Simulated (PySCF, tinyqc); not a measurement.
Worked calculation: G0W0 on RHF in the sto-3g basis, for HF, spin multiplicity 1. The lowest restricted solution is unstable here: a spin-polarised one lies 0.0107 hartree lower (PySCF). One step of it, computed by the program tinyqc.

Problem. Orthogonalisation. S = U s U^T; symmetric (Loewdin) form X = U s^(-1/2) U^T, so that X^T S X = 1.

overlap S:
```
           1F 1s     1F 2s    1F 2px    1F 2py    1F 2pz     2H 1s
1F 1s   1.000000  0.237990  0.000000  0.000000  0.000000  0.019512
1F 2s   0.237990  1.000000  0.000000  0.000000  0.000000  0.232983
1F 2px  0.000000  0.000000  1.000000  0.000000  0.000000  0.000000
1F 2py  0.000000  0.000000  0.000000  1.000000  0.000000  0.000000
1F 2pz  0.000000  0.000000  0.000000  0.000000  1.000000  0.208505
2H 1s   0.019512  0.232983  0.000000  0.000000  0.208505  1.000000
```

Give: eigenvalues of S; X.

Solution.

eigenvalues of S: 0.6397  0.8562  1.0000  1.0000  1.1255  1.3786

X:
```
          1F 1s    1F 2s  1F 2px  1F 2py   1F 2pz    2H 1s
1F 1s    1.0225  -0.1262  0.0000  0.0000  -0.0024   0.0126
1F 2s   -0.1262   1.0453  0.0000  0.0000   0.0202  -0.1270
1F 2px   0.0000   0.0000  1.0000  0.0000   0.0000   0.0000
1F 2py   0.0000   0.0000  0.0000  1.0000   0.0000   0.0000
1F 2pz  -0.0024   0.0202  0.0000  0.0000   1.0176  -0.1112
2H 1s    0.0126  -0.1270  0.0000  0.0000  -0.1112   1.0399
```
